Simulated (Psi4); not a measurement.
**PH (SMILES [PH]) at UB2PLYP/cc-pVTZ (density fitting for correlation)**

Aim: the energy change on altering one bond length of PH at UB2PLYP/cc-pVTZ (density fitting for correlation), from 2 runs. 

The calculation is run with Psi4 1.11.

2 further runs of the same task are left out: 1 that didn't finish, 1 set aside as unsound or not needed.

## 1. The system as given

The species is PH (2 atoms), meant as a triplet with charge 0. As SMILES, `[PH]`. The coordinates come from a PBE0-D4/def2-TZVP relaxation.

Bond lengths: P1–H2 1.428 Å.

## 2. A single-point energy at UB2PLYP/cc-pVTZ (density fitting for correlation)

Contents of input.in:

```
memory 2200 mb

molecule {
  0 3
  P      0.000000     0.000000    -0.014610
  H      0.000000     0.000000     1.413680
  symmetry c1
}

set {
  reference uks
  puream true
  e_convergence 1e-09
  d_convergence 1e-08
  scf_type pk
  dft_radial_points 99
  dft_spherical_points 590
  num_frozen_docc 5
  maxiter 100
}

e = energy('b2plyp/cc-pVTZ')
print_variables()
```

On the command line:

```sh
$ psi4 -i input.in -o input.out -n 1
```

input.out:

```text
[...]
  Running in c1 symmetry.
[...]
  Nuclear repulsion =    5.557455530774563
[...]
  Multiplicity = 3
[...]
  Nalpha       = 9
  Nbeta        = 7
[...]
    Number of basis functions: 48
[...]
   @UKS iter   1:  -341.71746242806921   -4.54078e-01   3.60735e-03 DIIS/ADIIS
[...]
   @UKS iter  11:  -341.72922790777505   -9.09495e-13   1.00196e-09 DIIS
[...]
   @S^2 Observed:                2.011342523E+00
[...]
    Orbital Energies [Eh]
    ---------------------
    Alpha Occupied:
       1A    -78.311176     2A     -6.964870     3A     -5.020918
       4A     -5.020918     5A     -5.009826     6A     -0.716324
       7A     -0.401202     8A     -0.307532     9A     -0.307532
    Alpha Virtual:
      10A      0.076775    11A      0.213998    12A      0.315318
      13A      0.315318    14A      0.318069    15A      0.318069
      16A      0.318795    17A      0.318795    18A      0.323488
      19A      0.441583    20A      0.630751    21A      0.883363
      22A      0.883363    23A      1.147317    24A      1.332235
      25A      1.332236    26A      1.334177    27A      1.334177
[...]
  @UKS Final Energy:  -341.72922790777505
   => Energetics <=
    Nuclear Repulsion Energy =              5.5574555307745630
    One-Electron Energy =                -483.2539705144154709
    Two-Electron Energy =                 147.1938910054346366
    DFT Exchange-Correlation Energy =     -11.2266039295688049
    Empirical Dispersion Energy =           0.0000000000000000
    VV10 Nonlocal Energy =                  0.0000000000000000
    Total Energy =                       -341.7292279077750550
[...]
 Multipole Moments:
 ------------------------------------------------------------------------------------
     Multipole            Electronic (a.u.)      Nuclear  (a.u.)        Total (a.u.)
 ------------------------------------------------------------------------------------
 L = 1.  Multiply by 2.5417464519 to convert [e a0] to [Debye]
 Dipole X            :          0.0000000            0.0000000            0.0000000
 Dipole Y            :          0.0000000            0.0000000            0.0000000
 Dipole Z            :         -1.1492050            1.3381952            0.1889902
 Magnitude           :                                                    0.1889902
[...]
```

Run time: 14 s. Hardware: 1 thread of Intel Xeon at 2.50GHz (Skylake/Cascade Lake), shared host; peak memory 0.56 GiB.

## 3. The distorted shape, same level

Contents of job.dat:

```
memory 2200 mb

molecule m {
  0 3
  P      0.000000     0.000000    -0.228820
  H      0.000000     0.000000     1.413680
  symmetry c1
}

set basis cc-pVTZ
set reference uks
set puream true
set e_convergence 1e-09
set d_convergence 1e-08
set scf_type pk
set dft_radial_points 99
set dft_spherical_points 590
set num_frozen_docc 5
set maxiter 100

E, wfn = energy('b2plyp', return_wfn=True)
print_variables()
```

On the command line:

```sh
$ psi4 job.dat job.out -n 1
```

job.out:

```text
[...]
  Running in c1 symmetry.
[...]
  Nuclear repulsion =    4.832668590593607
[...]
  Multiplicity = 3
[...]
  Nalpha       = 9
  Nbeta        = 7
[...]
    Number of basis functions: 48
[...]
   @UKS iter   1:  -341.70416096358940   -5.10460e-01   3.47149e-03 ADIIS/DIIS
[...]
   @UKS iter  11:  -341.71580251979566   -2.55795e-12   3.29047e-09 DIIS
[...]
   @S^2 Observed:                2.011595910E+00
[...]
    Orbital Energies [Eh]
    ---------------------
    Alpha Occupied:
       1A    -78.327081     2A     -6.977282     3A     -5.033170
       4A     -5.033170     5A     -5.022781     6A     -0.698026
       7A     -0.382056     8A     -0.310239     9A     -0.310239
    Alpha Virtual:
      10A      0.038294    11A      0.232971    12A      0.313650
      13A      0.313650    14A      0.316519    15A      0.316550
      16A      0.316550    17A      0.316632    18A      0.316632
      19A      0.419488    20A      0.575346    21A      0.831759
      22A      0.831759    23A      1.133339    24A      1.327561
      25A      1.327561    26A      1.337187    27A      1.337187
[...]
  @UKS Final Energy:  -341.71580251979566
   => Energetics <=
    Nuclear Repulsion Energy =              4.8326685905936069
    One-Electron Energy =                -481.7345057030597104
    Two-Electron Energy =                 146.3881647389092393
    DFT Exchange-Correlation Energy =     -11.2021301462387797
    Empirical Dispersion Energy =           0.0000000000000000
    VV10 Nonlocal Energy =                  0.0000000000000000
    Total Energy =                       -341.7158025197957159
[...]
 Multipole Moments:
 ------------------------------------------------------------------------------------
     Multipole            Electronic (a.u.)      Nuclear  (a.u.)        Total (a.u.)
 ------------------------------------------------------------------------------------
 L = 1.  Multiply by 2.5417464519 to convert [e a0] to [Debye]
 Dipole X            :         -0.0000000            0.0000000           -0.0000000
 Dipole Y            :          0.0000000            0.0000000            0.0000000
 Dipole Z            :         -1.4808264            1.5388931            0.0580668
 Magnitude           :                                                    0.0580668
[...]
```

Wall time 14 s (1 thread of Intel Xeon at 2.50GHz (Skylake/Cascade Lake), shared host); peak memory 0.56 GiB.

## 4. Outcome

Level: UB2PLYP/cc-pVTZ (density fitting for correlation), 5 core orbitals frozen.

| quantity | value |
| --- | --- |
| first shape: total energy | -341.76534 Eh |
| first shape: HOMO energy (SCF part's orbitals) (highest over α and β) | -8.37 eV |
| first shape: LUMO energy (SCF part's orbitals) (lowest over α and β) | -1.44 eV |
| first shape: ⟨S²⟩ | 2.011 |
| distorted shape: total energy | -341.75274 Eh |
| distorted shape: HOMO energy (SCF part's orbitals) (highest over α and β) | -8.44 eV |
| distorted shape: LUMO energy (SCF part's orbitals) (lowest over α and β) | -1.49 eV |
| distorted shape: ⟨S²⟩ | 2.012 |
| energy change with the P1–H2 bond stretched from 1.428 to 1.643 Å | 0.343 eV |

**Reading.** With the P1–H2 bond stretched from 1.428 to 1.643 Å the energy rises by 0.34 eV (7.9 kcal/mol). The first shape isn't relaxed at this level, so the change isn't measured from a minimum.
